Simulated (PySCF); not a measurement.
A side-by-side comparison of computed properties.

First species: ethylenediamine, C₂H₈N₂.
InChI=1S/C2H8N2/c3-1-2-4/h1-4H2

Second species: 1,2-difluoroethane, C₂H₄F₂.
SMILES: `FCCF`

Levels: CAM-B3LYP/aug-cc-pVTZ for dipole moment, HOMO energy, LUMO energy, HOMO–LUMO gap, static isotropic polarisability and electronic spatial extent ⟨r²⟩ about the centre of nuclear charge; TDDFT CAM-B3LYP/aug-cc-pVTZ for lowest singlet excitation; TDA CAM-B3LYP/aug-cc-pVTZ for lowest triplet excitation (Tamm–Dancoff); PBE0-D3(BJ)/def2-TZVP for rotational constant A and rotational constant C. Geometries: PBE0-D3(BJ)/def2-TZVP. All species are isolated and taken at one optimised geometry, non-relativistic unless stated. Electronic properties by PySCF.

Dipoles, sizes and rotational constants follow the conformer. The torsions of the flexible species, by atom-mapped SMILES:
- `[NH2:1][CH2:2][CH2:3][NH2:4]`: N1–C2–C3–N4 180°, H–N1–C2–C3 59°, H–N1–C2–C3 -58°, H–N4–C3–C2 59°, H–N4–C3–C2 -59°
- `[F:1][CH2:2][CH2:3][F:4]`: F1–C2–C3–F4 70°

Which of the two has the higher S1 energy, and by how much?

The second: 8.71 eV against 5.49 eV, a difference of 3.22 eV.

Which of the two has the higher rotational constant C, and by how much?

The second: 4.404 GHz against 3.577 GHz, a difference of 0.827 GHz.

Which of the two has the higher ⟨r²⟩, and by how much?

The first: 380 bohr² against 284 bohr², a difference of 96 bohr².

Which has the higher HOMO–LUMO gap?

The second: 11.32 eV against 8.16 eV, a difference of 3.16 eV.

Which of the two has the higher static isotropic polarisability, and by how much?

The first: 47.2 au against 29.5 au, a difference of 17.7 au.

Which has the higher T1 energy?

The second: 8.51 eV against 5.35 eV, a difference of 3.16 eV.

Which of the two has the higher dipole moment, and by how much?

The second: 2.77 D against 0.00 D, a difference of 2.77 D.

Which of the two has the higher rotational constant A, and by how much?

The first: 26.543 GHz against 17.520 GHz, a difference of 9.023 GHz.

On the first: No computed singlet falls in the visible range (750 to 380 nm, 1.65 to 3.26 eV); S1 lies 2.23 eV above its blue end. S1 lies 2.67 eV below the HOMO–LUMO gap; its leading configuration is HOMO→LUMO, weight 0.84. The structure is a single PBE0-D3(BJ)/def2-TZVP conformer in the gas phase; no vibrational or solvent corrections.

On the second: In wavenumbers S1 is 70300 cm⁻¹ (1 eV = 8065.54 cm⁻¹). The polarisability is 4.38 Å³ as a volume (1 au = 0.148185 Å³), or 0.87 au for each of the 34 electrons. The structure is a single PBE0-D3(BJ)/def2-TZVP conformer in the gas phase; no vibrational or solvent corrections.
